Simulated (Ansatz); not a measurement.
Reaction (SMILES): FB(F)F → F[B]F + F atom
B3LYP-D3(BJ)/def2-TZVP geometries, fixed; electronic energies without zero-point terms.
Largest species:
```xyz
4

B      0.0000     0.0000     0.0000
F      0.0168     1.3152     0.0316
F      1.1308    -0.6724    -0.0050
F     -1.1476    -0.6428    -0.0266
```
Charge 0, spin multiplicity 1.

Basis-set convergence of the bond dissociation energy at CCSD(T) with Ansatz (a quantum-chemistry and plane-wave program). Cartesian d functions, on some or all atoms, in 6-31+G*; all else is spherical. Cores are frozen. Open shells are unrestricted. No added dispersion term, no relativity. Functions are those of the species that has most. Reference: Hartree-Fock in cc-pVQZ plus the correlation part extrapolated as X^-3 from cc-pVTZ and cc-pVQZ, 174.15 kcal/mol, itself unsure by roughly 0.51 kcal/mol (a third of the extrapolation step and of the last Hartree-Fock step). Deviations are taken from unrounded values.

| basis | functions | bond dissociation energy (kcal/mol) | minus reference (kcal/mol) |
|---|---|---|---|
| STO-3G | 20 | 139.79 | -34.36 |
| def2-SVP | 56 | 169.07 | -5.07 |
| 6-31+G* | 76 | 164.94 | -9.21 |
| aug-pcseg-1 | 92 | 166.69 | -7.45 |
| pcseg-2 | 120 | 171.09 | -3.05 |
| def2-TZVPP | 124 | 170.57 | -3.58 |
| jun-cc-pV(T+d)Z | 156 | 170.61 | -3.54 |
| aug-cc-pVTZ | 184 | 171.18 | -2.97 |
| aug-pcseg-2 | 184 | 171.82 | -2.32 |
